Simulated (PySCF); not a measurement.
## Atomic charges by several schemes

SiCl2H2.
Geometry (PBE0-D3(BJ)/def2-SVP, Å), atoms numbered from 1 in this order:
```
atom  x, y, z in Å
Si1   -0.117    0.001   -0.081
Cl2   -0.110   -0.021    1.974
Cl3    1.812    0.012   -0.787
H4    -0.795    1.237   -0.540
H5    -0.790   -1.229   -0.566
```

Density: PBE0/pcSseg-1 (PySCF); schemes: Mulliken, IAO, Hirshfeld and ESP-fitted. Geometry: PBE0-D3(BJ)/def2-SVP; no solvent, vibrations or thermal averaging.

Task: Which atoms carry the highest charge in the Mulliken, IAO, Hirshfeld and ESP-fitted schemes?

Result: All schemes agree: Mulliken Si1 (+0.718); IAO Si1 (+0.820); Hirshfeld Si1 (+0.360); ESP-fitted Si1 (+0.252).

Task: For which atoms does the sign change between the 4 schemes (beyond +0.03 e in one, beyond −0.03 e in another)?

Result: For none.

Task: Tabulate the Mulliken, IAO, Hirshfeld and ESP-fitted charges.

Result: In e:

```csv
atom,environment,Mulliken,IAO,Hirshfeld,ESP-fitted
Si1,silicon bonded to 2 Cl and 2 H,+0.718,+0.820,+0.360,+0.252
Cl2,chlorine bonded to Si,-0.304,-0.298,-0.120,-0.138
Cl3,chlorine bonded to Si,-0.304,-0.298,-0.120,-0.138
H4,hydrogen on Si1,-0.055,-0.112,-0.060,+0.012
H5,hydrogen on Si1,-0.055,-0.112,-0.060,+0.011
```

Mean size of the charges over all atoms: IAO 0.328 e, Mulliken 0.287 e, Hirshfeld 0.144 e, ESP-fitted 0.110 e. Each set sums to the total charge, 0, to within 0.001 e. The IAO scheme projects the occupied orbitals on a minimal set of polarised atomic orbitals and counts the electrons in each atom's part of it.

Task: Sum the charges by element, for elements with more than one atom.

Result: 
```
element  atoms  Mulliken     IAO  Hirshfeld  ESP-fitted
     Cl      2    -0.608  -0.596     -0.240      -0.275
      H      2    -0.110  -0.224     -0.120      +0.023
```

Task: How many electrons does the Hirshfeld scheme count on Si1?

Result: Z − q = 14 − (+0.360) = 13.640.

The run behind these numbers computed NMR shieldings as well. On an Arm Neoverse V1 with one thread, shared host, this took 3.5 s wall.
